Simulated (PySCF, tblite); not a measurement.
## A complex of 3 × ammonia

A gas-phase complex of 3 × ammonia; neutral, singlet. The structure comes from a short search (6 tight-binding starts) and was relaxed by PBE0-D3(BJ)/def2-TZVPD; another way of binding may lie lower. No frequency run checks that it is a minimum.

Parts: 1 = ammonia (N), atoms 1–4; 2 = ammonia (N), atoms 5–8; 3 = ammonia (N), atoms 9–12.

| atom | part | x (Å) | y (Å) | z (Å) |
| --- | --- | --- | --- | --- |
| N1 | 1 | -0.089 | 0.247 | 0.148 |
| H2 | 1 | -0.274 | -0.643 | 0.616 |
| H3 | 1 | -0.168 | 0.091 | -0.850 |
| H4 | 1 | 0.877 | 0.492 | 0.331 |
| N5 | 2 | -1.244 | -1.962 | 2.052 |
| H6 | 2 | -1.763 | -1.125 | 2.328 |
| H7 | 2 | -1.922 | -2.669 | 1.794 |
| H8 | 2 | -0.760 | -2.306 | 2.872 |
| N9 | 3 | -2.346 | 0.972 | 2.199 |
| H10 | 3 | -3.249 | 1.267 | 1.846 |
| H11 | 3 | -2.062 | 1.660 | 2.886 |
| H12 | 3 | -1.678 | 1.019 | 1.427 |

Contacts between parts, classed by geometry: H2···N5 2.178 Å (hydrogen bond, 155°); H6···N9 2.180 Å (hydrogen bond, 155°); H12···N1 2.181 Å (hydrogen bond, 155°).

Interaction energies are complex less parts, with the parts frozen as they stand in it; counterpoise-corrected, in kcal/mol (PySCF).

Give the interaction energy at each level run.


```
                  level  interaction  superposition error removed
wB97M-D3(BJ)/def2-TZVPD       -10.78                        -0.48
 PBE0-D3(BJ)/def2-TZVPD       -11.62                        -0.41
      RI-MP2/def2-TZVPD        -9.52                        -1.51
```

What holds them together? Decompose the wB97M-D3(BJ)/def2-TZVPD energy: frozen parts, their antisymmetrised product, then relaxation.

electrostatic -19.3, Pauli repulsion +18.3, orbital relaxation -7.8, dispersion correction -2.4 kcal/mol, which sum to the value before the counterpoise correction; the Pauli term holds the exchange-correlation of the frozen density too. Of the attraction, 65 % is electrostatic, 26 % is orbital relaxation, 8 % is dispersion correction.

Are the pair energies additive?

The pairs sum to -9.40 kcal/mol (1–2 -3.1, 1–3 -3.1, 2–3 -3.1); the rest of -1.38 is a many-body strengthening.

The parts were also relaxed and run alone, at the levels used for the complex: shieldings by PBE0/pcSseg-2; core levels by delta-SCF with SCAN, pcX-2 on the ionised atom and pcseg-1 elsewhere, spin-free X2C.

Values alone: N1–H2 bond (Å): 1.013; shielding of H2 (ppm): 31.61; shielding of N5 (ppm): 263.7; shielding of H6 (ppm): 31.61; shielding of N9 (ppm): 263.7; N1 1s core level (eV): 405.54.

How do these values change when the complex forms?


```
             property   alone  in the complex  change
       N1–H2 bond (Å)   1.013           1.022  +0.010
shielding of H2 (ppm)   31.61           27.74   -3.87
shielding of N5 (ppm)   263.7           252.5   -11.2
shielding of H6 (ppm)   31.61           27.75   -3.86
shielding of N9 (ppm)   263.7           252.5   -11.2
N1 1s core level (eV)  405.54          404.66   -0.88
```
